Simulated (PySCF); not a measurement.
What binds to fluoride, and how strongly

Gas-phase complexes of fluoride (charge -1), each in one structure from a short search with a few starts, optimised by PBE0-D3(BJ)/def2-SVPD or PBE0-D3(BJ)/def2-TZVPD; other ways of binding may lie lower. Energies in kcal/mol, CCSD(T) at its estimated basis limit, counterpoise-corrected (PySCF): interaction is complex less parts frozen as they stand in it. Contacts are written partner···fluoride; electrostatic, Pauli and orbital are terms of the uncorrected MP2 energy, whose rest is dispersion or correlation. The CCSD(T) estimate is Hartree-Fock/aug-cc-pVQZ, plus the MP2 correlation part extrapolated as X⁻³ from aug-cc-pVTZ and aug-cc-pVQZ, plus CCSD(T) less MP2 in aug-cc-pVDZ; noble-gas cores are frozen. It isn't the exact limit.

1 other partner is left out, for which the search missed the form known or expected to bind best.

Frequency runs check only 4 of the 5 structures; these show no clear imaginary mode.

Task: Order these partners of fluoride by interaction energy, strongest first: chlorotrifluoromethane, fluoromethane, methane, sulfur dioxide, ammonia.

Result: sulfur dioxide (-54.8), ammonia (-17.8), fluoromethane (-14.6), chlorotrifluoromethane (-9.1), methane (-7.1).
| partner | contact | distance (Å) | interaction | electrostatic | Pauli | orbital |
| --- | --- | --- | --- | --- | --- | --- |
| sulfur dioxide | S···F | 1.74 | -54.8 | -166.2 | 247.9 | -145.3 |
| ammonia | H···F | 1.57 | -17.8 | -27.0 | 30.8 | -19.0 |
| fluoromethane | H···F | 1.72 | -14.6 | -21.5 | 22.6 | -13.9 |
| chlorotrifluoromethane | Cl···F | 2.87 | -9.1 | -12.7 | 14.5 | -8.9 |
| methane | H···F | 1.81 | -7.1 | -10.1 | 16.9 | -11.5 |
